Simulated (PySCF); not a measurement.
PySCF input:

```python
from pyscf import gto, scf, dft

mol = gto.M(
    atom='''
    C     1.22575544    0.17309225    0.00894148
    C    -0.03107836    0.64387051   -0.00922939
    H     1.47813325   -0.91357007    0.02636841
    H     2.10642756    0.82312597    0.00806544
    C    -1.09160938   -0.43922734   -0.00400391
    H    -0.69725428   -1.48823368    0.01421419
    H    -1.76093960   -0.33173915    0.86187210
    H    -1.74477312   -0.35599558   -0.88476921
    ''',
    basis='def2-tzvpd',
    charge=-1,
    spin=0,
    verbose=4,
)

mf = dft.RKS(mol, xc='mn15').density_fit(auxbasis='def2-universal-jkfit')
mf.grids.level = 4
mf.conv_tol = 1e-9
mf.max_cycle = 100
mf.max_memory = 1500
mf.kernel()
if not mf.converged:
    mf = mf.newton()
    mf.kernel(mf.make_rdm1())
mf.analyze()
```

Problem. Predict the final energy.

Solution. -117.12832 Eh (MN15/def2-TZVPD).

It need not be the lowest isomer of its formula. Whether it binds its extra electron was not tested at this geometry.
